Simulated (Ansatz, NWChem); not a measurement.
# Worked example: vertical ionisation energy of C2H3O (acetyl radical)

C2H3O has 6 atoms, charge 0, and is taken as a doublet. SMILES: `C[C]=O`. The shape is that of a PBE0-D4/def2-TZVP optimisation.

Both states at this one shape; open shells run unrestricted unless said. 1 Eh = 27.2114 eV.

```
                              level  program  doublet C2H3O (Eh)  singlet C2H3O+ (Eh)
                    UTPSS/def2-TZVP   NWChem         -153.268281          -152.961920
UB3LYP/6-31G* (Cartesian functions)   Ansatz         -153.179233          -152.872370
               UCAM-B3LYP/def2-TZVP   Ansatz         -153.175153          -152.857285
```

Q: Work out the vertical ionisation energy at each level.

A: 
1. UTPSS/def2-TZVP: -152.961920 − (-153.268281) = 0.306361 Eh = 8.34 eV.
2. UB3LYP/6-31G* (Cartesian functions): -152.872370 − (-153.179233) = 0.306863 Eh = 8.35 eV.
3. UCAM-B3LYP/def2-TZVP: -152.857285 − (-153.175153) = 0.317868 Eh = 8.65 eV.

No measured value is set beside it here; the levels span 8.34 to 8.65 eV.
